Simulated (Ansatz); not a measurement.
bcc Mo, treated with r²SCAN in Ansatz (plane waves, PAW).

Settings: plane-wave cutoff 600 eV, 28×28×28 k mesh, Fermi–Dirac smearing 0.089 eV (set by the program), no spin polarisation, scalar-relativistic PAW data made under PBE.

Computed at the level's own relaxed cell.

```xyz
1
Lattice="-1.5755 1.5755 1.5755 1.5755 -1.5755 1.5755 1.5755 1.5755 -1.5755" Properties=species:S:1:pos:R:3 pbc="T T T"
Mo     0.0000     0.0000     0.0000
```

**Question.** Give the elastic tensor (Voigt notation, GPa, ions relaxed, in the Cartesian axes of the cell as printed).

**Answer.** 
```
  488.5   163.8   163.8     0.0     0.0     0.0
  163.8   488.5   163.8     0.0     0.0     0.0
  163.8   163.8   488.5     0.0     0.0     0.0
    0.0     0.0     0.0   104.4     0.0     0.0
    0.0     0.0     0.0     0.0   104.4     0.0
    0.0     0.0     0.0     0.0     0.0   104.4
```

Measured, for comparison: elastic constant C11 478 GPa, elastic constant C12 160 GPa, elastic constant C44 112 GPa (0 K, 300 K values taken to 0 K by the source's computed thermal shift; zero-point effects included; as tabulated in Gong and Corso (2024), arXiv:2406.16634). Computed (rounded) less measured: elastic constant C11 +2 %, elastic constant C12 +2 %, elastic constant C44 -7 %.

Note: shear constants of such metals converge slowly with the k mesh.

Ansatz is a first-principles code.
